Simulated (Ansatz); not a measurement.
```yaml
crystal:
  periodic: [false, false, false]
  atoms:
    - {symbol: W, position_ang: [-0.145684, -0.000170, -0.000323]}
    - {symbol: C, position_ang: [1.825078, 0.002131, 0.004052]}
    - {symbol: H, position_ang: [2.410855, 0.924763, 0.002682]}
    - {symbol: H, position_ang: [2.412997, -0.919129, 0.008029]}
basis:
  gaussian: {orbitals: def2-TZVP}
hamiltonian: {xc: pbe0}
relax: {f_tol: 0.004, max_steps: 80}
```

```sh
$ ansatz run in.yaml --threads 1 --pin off --events-out ev --progress --plain --max-ram 2176MiB
```

Steps of the relaxation (energy above the last step; positions in Å, forces in eV/Å):

```
4
step 1, 272.8 meV
W    -0.146    0.000    0.000    3.535    0.004    0.008
C     1.825    0.002    0.004   -3.087   -0.004   -0.007
H     2.411    0.925    0.003   -0.224    0.044   -0.001
H     2.413   -0.919    0.008   -0.224   -0.044    0.000
```

```
4
step 2, 7.0 meV
W    -0.021    0.000    0.000   -0.665   -0.001   -0.001
C     1.796    0.002    0.004    0.794    0.001    0.002
H     2.363    0.935    0.003   -0.064    0.016    0.000
H     2.365   -0.929    0.008   -0.064   -0.016    0.000
```

```
4
step 3, 0.4 meV
W    -0.033    0.000    0.000    0.018    0.000    0.000
C     1.803    0.002    0.004    0.072    0.000    0.000
H     2.365    0.937    0.003   -0.045    0.012    0.000
H     2.367   -0.932    0.008   -0.045   -0.012    0.000
```

```
4
step 5, 0.0 meV
W    -0.028    0.000    0.000    0.000    0.000    0.000
C     1.807    0.002    0.004    0.000    0.000    0.000
H     2.361    0.942    0.003    0.000    0.000    0.000
H     2.363   -0.936    0.008    0.000    0.000    0.000
```

Close pairs at the end: C2–H4 1.090 Å, C2–H3 1.090 Å, W1–C2 1.835 Å, W1–H3 2.568 Å, W1–H4 2.568 Å.

A stationary point of restricted PBE0 after 5 steps (its stability towards spin polarisation wasn't tested); no frequencies were run, so it isn't proven a minimum. 34 s on 1 thread of Arm Neoverse V2, shared host.
